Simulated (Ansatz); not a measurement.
Equilibrium lattice constant a (Å) of solids drawn from the class of carbides, at two levels: PBE in Ansatz (plane waves, PAW), and PBE-D4 (Ansatz, a first-principles code, PAW).

| solid | PBE | PBE-D4 |
|---|---|---|
| rock-salt ZrC | 4.709 | 4.685 |
| rock-salt TiC | 4.333 | 4.305 |
| rock-salt HfC | 4.651 | ? |
| rock-salt TaC | 4.475 | 4.456 |
| antifluorite Be2C | 4.328 | 4.302 |
| rock-salt NbC | 4.485 | 4.460 |

**Question.** Estimate the withheld PBE-D4 value from the other rows.

**Answer.** One way: carry over the typical ratio. The ratios PBE-D4 / PBE of the other rows, in order: 0.9935, 0.9940, 0.9944, 0.9949, 0.9958; median 0.9944. Rock-salt HfC: 4.651 × 0.9944 = 4.625 Å; the run gives 4.628 Å. The ratios spread from 0.9935 to 0.9958, so such an estimate is rough.

Of 6 rows, PBE-D4 is the larger in 0 and the smaller in 6.

Ansatz's runs of these crystals have no spin polarisation.

Spin–orbit coupling is left out, also for the solids with elements from indium on (rock-salt HfC, rock-salt TaC); its size isn't shown.

Ansatz's density-functional and Hartree–Fock values are scalar-relativistic unless marked +SOC, with PAW data made under PBE.
